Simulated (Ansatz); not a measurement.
## AlH3O (AlH2(OH)): the energy, rung by rung

AlH3O has 5 atoms, charge 0, and is taken as a singlet. As SMILES, `[H][Al]([H])[OH]`. The shape comes from GFN2-xTB, which is rough for such elements, and wasn't checked as a minimum.

```xyz
5

Al    0.2718    0.4511   -0.1093
H     1.7990    0.4172   -0.2214
H    -0.4810    1.7690   -0.3118
O    -0.5554   -0.9200    0.2267
H    -1.0343   -1.7173    0.4158
```

Quantity: the energy change with the Al1–H2 bond stretched from 1.532 to 2.298 Å, in eV. The values are calculated.

```csv
level,kind,program,value (eV),less FCI/STO-3G
HF/STO-3G (restricted),Hartree–Fock,Ansatz,3.95,+1.01
B3LYP/STO-3G (restricted),global hybrid,Ansatz,2.98,+0.04
BHLYP/STO-3G (restricted),global hybrid,Ansatz,3.41,+0.47
CAM-B3LYP/STO-3G (restricted),range-separated hybrid,Ansatz,3.22,+0.28
wB97M-V/STO-3G (restricted),range-separated hybrid,Ansatz,3.21,+0.27
B2PLYP/STO-3G (restricted),double hybrid,Ansatz,3.17,+0.23
CCSD/STO-3G (restricted),coupled cluster or CI,Ansatz,2.99,+0.05
CCSDT(Q)/STO-3G (restricted),coupled cluster or CI,Ansatz,2.94,0.00
FCI/STO-3G,exact in the basis,Ansatz,2.94,0.00
```

FCI/STO-3G is exact within its basis and frozen core, so for wave-function methods in that basis the difference is their error; functionals converge differently with the basis, so for them it is only a difference. Spin-restricted single references rise too steeply as a bond breaks, Hartree–Fock most of all. The first shape isn't each level's own minimum. The values span 2.94 to 3.95 eV. All rows use very small basis sets, so even the best lies far from the true value.
